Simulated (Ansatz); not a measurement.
## Redistribution: C4H10O + CHCl2F → C3H7FO + C2H4Cl2

Gas-phase species: C4H10O `CCCOC`, singlet; CHCl2F `FC(Cl)Cl`, singlet; C3H7FO (2-fluoroethyl methyl ether) `COCCF`, singlet; C2H4Cl2 (1,1-dichloroethane) `CC(Cl)Cl`, singlet. The partners trade CH3 for F; both sit on C, so the bond types are kept.

Shapes, held fixed at every level: PBE0-D4/def2-TZVP. Flexible molecules stand in one conformer, not always the lowest. Programs: Ansatz 0.2.0. Electronic energies: no zero-point or thermal term.

```json
{"level": "r2SCAN-D4/def2-TZVPP", "kind": "meta-GGA", "ΔE (kJ/mol)": "-1.7", "less CCSD(T)/CBS estimate": "+7.4", "CPU time (sum over the molecules)": "50 s"}
{"level": "B3LYP-D4/def2-TZVPP", "kind": "global hybrid", "ΔE (kJ/mol)": "-7.3", "less CCSD(T)/CBS estimate": "+1.8", "CPU time (sum over the molecules)": "48 s"}
{"level": "PBE0-D4/def2-TZVPP", "kind": "global hybrid", "ΔE (kJ/mol)": "-3.6", "less CCSD(T)/CBS estimate": "+5.5", "CPU time (sum over the molecules)": "30 s"}
{"level": "wB97M-V/def2-TZVPP", "kind": "range-separated hybrid", "ΔE (kJ/mol)": "-5.5", "less CCSD(T)/CBS estimate": "+3.6", "CPU time (sum over the molecules)": "1.9 min"}
{"level": "B2PLYP/def2-TZVPP", "kind": "double hybrid", "ΔE (kJ/mol)": "-7.0", "less CCSD(T)/CBS estimate": "+2.1", "CPU time (sum over the molecules)": "62 s"}
{"level": "CCSD(T)/def2-TZVPP", "kind": "coupled cluster or CI", "ΔE (kJ/mol)": "-7.4", "less CCSD(T)/CBS estimate": "+1.7", "CPU time (sum over the molecules)": "–"}
{"level": "CCSD(T)/CBS estimate", "kind": "coupled cluster or CI", "ΔE (kJ/mol)": "-9.1", "less CCSD(T)/CBS estimate": "0.0", "CPU time (sum over the molecules)": "–"}
```

The highest level, CCSD(T)/CBS estimate, gives ΔE = -9.1 kJ/mol; the levels span -9.1 to -1.7. The column of differences is taken from that level and isn't an error. No measured value is set beside it here. The CBS estimate extrapolates MP2 from def2-TZVPP and def2-QZVPP and adds CCSD(T) − MP2 in the triple-zeta set, cores frozen. Times are processor times on shared x86 and Arm servers, and rough.
